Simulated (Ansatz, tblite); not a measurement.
Cost and result up the ladder for the cluster Si₂C (3 atoms). The state is a singlet with charge 0. Geometry: PBE0-D4/def2-TZVP.

```xyz
3

Si   -0.907   -1.141    0.321
Si    0.510    1.209   -0.712
C     0.397   -0.068    0.390
```

Ansatz on 4 threads of Arm Neoverse V2 on a shared host; xTB runs through tblite on one thread. Times are rough, summed over both states, and most runs start from the orbitals of an earlier one. PBE0-D4/def2-TZVP serves as the yardstick here, not as an exact answer. The other state is a doublet.

The xTB rows come from tblite. Correlated methods freeze 11 core orbitals. The structure comes from a short search, and lower isomers may exist.

Run but left out: HF/def2-TZVPP (charge +1 doublet: a determinant that CCSD turns far, T1 0.051); MP2/def2-TZVPP (charge +1 doublet: ⟨S²⟩ 1.02, where a pure state has 0.75).

Correlated methods converge slowly with the basis.

Raw xTB energies of ions are shifted by several eV.

```json
{"level": "CCSD(T)/def2-TZVPP", "functions": "115", "vertical IE (eV)": "9.45", "difference from PBE0-D4/def2-TZVP (eV)": "0.24", "remarks": "large T1 (0.051) (+1 doublet), spin-contaminated (⟨S²⟩ 1.02) (+1 doublet)"}
{"level": "GFN1-xTB", "functions": "22", "vertical IE (eV)": "12.17", "difference from PBE0-D4/def2-TZVP (eV)": "2.97", "remarks": "–"}
{"level": "PBE0-D4/def2-TZVP", "functions": "105", "vertical IE (eV)": "9.20", "difference from PBE0-D4/def2-TZVP (eV)": "0.00", "remarks": "–"}
{"level": "PBE-D4/def2-TZVP", "functions": "105", "vertical IE (eV)": "9.02", "difference from PBE0-D4/def2-TZVP (eV)": "-0.18", "remarks": "–"}
{"level": "r2SCAN-D4/def2-TZVP", "functions": "105", "vertical IE (eV)": "9.09", "difference from PBE0-D4/def2-TZVP (eV)": "-0.11", "remarks": "–"}
{"level": "GFN2-xTB", "functions": "22", "vertical IE (eV)": "11.31", "difference from PBE0-D4/def2-TZVP (eV)": "2.11", "remarks": "–"}
```

Question: Estimate how long each takes.

Answer: GFN1-xTB 0.004 s; GFN2-xTB 0.004 s; PBE-D4/def2-TZVP 1.1 s; PBE0-D4/def2-TZVP 2.6 s; CCSD(T)/def2-TZVPP 3.5 s; r2SCAN-D4/def2-TZVP 4.3 s. On shared hardware such times vary by a factor of up to 3.
